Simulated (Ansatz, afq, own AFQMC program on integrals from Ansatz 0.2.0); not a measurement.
Two steps: Ansatz 0.2.0 writes the Fock matrix and Cholesky factors of the valence space, and afq projects on them the lowest state that overlaps trial and start.

```yaml
crystal:
  periodic: [false, false, false]
  atoms:
    - {symbol: Nb, position_ang: [0.000000, 0.000000, 0.000000]}
basis:
  gaussian: {orbitals: def2-TZVP}
magnetization: {spin_polarized: true, initial_magnetization: 5}
correlation: {method: ccsd_t, electrons: outside_noble_gas, hamiltonian_folder: ham}
```

```sh
$ ansatz run in.yaml --threads 1 --pin off --events-out ev --progress --plain --max-ram 16896MiB --backend cuda --devices 0, --max-vram 18GiB
```

Options of the walk:

```
--method phaseless --trial cisd --walkers 4000 --populations 20 --least-time 60 --time-step 0.005 --steps-per-block 50 --equilibration-blocks 40 --max-blocks 4000 --target-error 0.00014 --factor-cut 1e-05 --start spin_pure --seed 5190 --release-times 0.24,0.6,1.2,2,3,4.2 --release-step 0.04 --release-every 3 --taylor-order 6
```

Times are imaginary, in 1/Eh. The walk had a cap of 171 s. With eight or more populations the least sampling time is a fifth of least-time, and the error comes from their spread. Core potentials past Kr, no spin–orbit coupling.

Output of the walk:

```
orbitals 36  electrons 5 0  factors 237 of 237
reference energy -56.32806336 Eh
CCSD correlation -0.04684157 Eh in 10 cycles, weight of the determinant in the CISD state 0.9715
energy of the start -56.374902 Eh
 block  time / (1/Eh)  mean weight  energy / Eh
     1     0.250  0.9999  -56.374855
     2     0.500  0.9999  -56.374933
     3     0.750  1.0000  -56.375051
     4     1.000  1.0001  -56.375132
     5     1.250  0.9999  -56.375227
     7     1.750  0.9999  -56.375337
     9     2.250  0.9999  -56.375459
    11     2.750  1.0000  -56.375496
    15     3.750  1.0001  -56.375540
    19     4.750  0.9999  -56.375592
    23     5.750  0.9996  -56.375658
    25     6.250  0.9997  -56.375675
    27     6.750  0.9998  -56.375595
    31     7.750  1.0000  -56.375605
    35     8.750  0.9999  -56.375625
    39     9.750  1.0000  -56.375484
    43    10.750  1.0001  -56.375498
    47    11.750  1.0001  -56.375542
    51    12.750  0.9997  -56.375542
    55    13.750  1.0000  -56.375543
    59    14.750  1.0000  -56.375435
    63    15.750  1.0001  -56.375439
    67    16.750  0.9997  -56.375547
    71    17.750  1.0001  -56.375494
    75    18.750  0.9999  -56.375418
    77    19.250  0.9995  -56.375341
    79    19.750  1.0004  -56.375412
    83    20.750  1.0000  -56.375523
    87    21.750  0.9998  -56.375575
    89    22.250  1.0001  -56.375366
error from the spread of 20 populations
released: time / (1/Eh)  energy / Eh  error  mean overlap
  0.24  -56.375472  0.000044  0.9987
  0.60  -56.375145  0.000495  0.9991
  1.20  -56.375642  0.000036  0.9987
  2.00  -56.376941  0.001233  0.9971
  3.00  -56.375607  0.000081  0.9924
  4.20  -56.375343  0.000232  0.9882
energy -56.375471 +/- 0.000028 Eh
(rows thinned)
```

The run passed its tests (sampling time, drift between the halves within three errors, error under three times the target), which doesn't prove that it has relaxed.

Against this walk (error 0.7 meV) on the same determinant: CCSD(T) 1.7 meV lower, CCSDT(Q) 8.3 meV lower, CCSDTQ 8.5 meV lower, full CI 8.5 meV lower. The error is statistical and leaves out the bias of the constraint. The released energies have errors that jump between times, so the bars are unsure (meV from the phaseless value at times in 1/Eh: 9 ± 13 at 0.60, -4.7 ± 1.0 at 1.20, -40 ± 34 at 2.00, -3.7 ± 2.2 at 3.00, 3 ± 6 at 4.20), so they give no level. Full CI is exact here, so the walk's 8 meV above it is the walk's own error: the bias of the constraint with this trial.

Cautions: constraint bias not in the error; no spin-orbit coupling; outer-core shells of the metal frozen.

The walk took 53 s on 1 × NVIDIA H100 80GB HBM3 with 2 threads of AMD EPYC 7R13 Processor (Zen 3) (shared host) (the card was shared). The log's last line is the phaseless energy.

CCSDT and higher add their correlation energy to the determinant of the CCSD(T) run, since their own runs factorise the integrals more tightly (a shift of under 2 meV).
